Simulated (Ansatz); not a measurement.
# C3H5Cl3: the cost of one run

Method: the settings change from run to run; program: Ansatz 0.2.0, Gaussian basis.

**1. The molecule**

An earlier PBE0-D4 in a triple-zeta def2 set relaxation fixed the geometry.

SMILES `ClCC(Cl)CCl`, 11 atoms, charge 0, spin multiplicity 1.

Atoms are counted from 1 here; the program's logs count them from 0.

Bond lengths: Cl1–C2 1.772 Å, C2–C3 1.510 Å, C2–H7 1.089 Å, C2–H8 1.090 Å, C3–Cl4 1.787 Å, C3–C5 1.516 Å, C3–H9 1.090 Å, C5–Cl6 1.782 Å, C5–H10 1.087 Å, C5–H11 1.090 Å. Angles: Cl1–C2–C3 112.3°, Cl1–C2–H7 107.3°, Cl1–C2–H8 107.8°, C3–C2–H7 109.2°, C3–C2–H8 110.7°, H7–C2–H8 109.6°, C2–C3–Cl4 110.6°, C2–C3–C5 112.4°, C2–C3–H9 110.3°, Cl4–C3–C5 106.7°, Cl4–C3–H9 106.4°, C5–C3–H9 110.2°, C3–C5–Cl6 111.0°, C3–C5–H10 110.2°, C3–C5–H11 111.2°, Cl6–C5–H10 107.3°, Cl6–C5–H11 107.8°, H10–C5–H11 109.3°.

**2. B2GP-PLYP/cc-pVTZ**

This run has coordinates scaled by 0.92, relativity set to none, the search for lower states set to light.

in.yaml reads:

```yaml
crystal:
  periodic: [false, false, false]
  atoms:
    - {symbol: Cl, position_ang: [-2.481173, -0.621294, -0.037624]}
    - {symbol: C, position_ang: [-1.062272, 0.079867, -0.427479]}
    - {symbol: C, position_ang: [-0.007326, -0.410126, 0.331376]}
    - {symbol: Cl, position_ang: [0.306877, -1.976548, -0.057115]}
    - {symbol: C, position_ang: [1.174804, 0.299038, 0.119656]}
    - {symbol: Cl, position_ang: [1.043334, 1.838918, 0.666617]}
    - {symbol: H, position_ang: [-1.159894, 1.063268, -0.259980]}
    - {symbol: H, position_ang: [-0.900240, -0.080117, -1.403984]}
    - {symbol: H, position_ang: [-0.246412, -0.402360, 1.305344]}
    - {symbol: H, position_ang: [1.928289, -0.130008, 0.618659]}
    - {symbol: H, position_ang: [1.404022, 0.339372, -0.855452]}
basis:
  gaussian: {orbitals: cc-pVTZ}
hamiltonian: {xc: {name: B2GP-PLYP}, pseudopotentials: {relativity: none}}
scf: {lower_state_search: light}
```

The run is started by

```bash
ansatz run in.yaml --threads 2 --pin off --events-out ev --progress --plain --max-ram 22528MiB --backend cpu
```

What time and memory should one allow on 2 threads of AMD EPYC 7R13, shared host?

About 11 s, with a peak of 0.86 GiB.
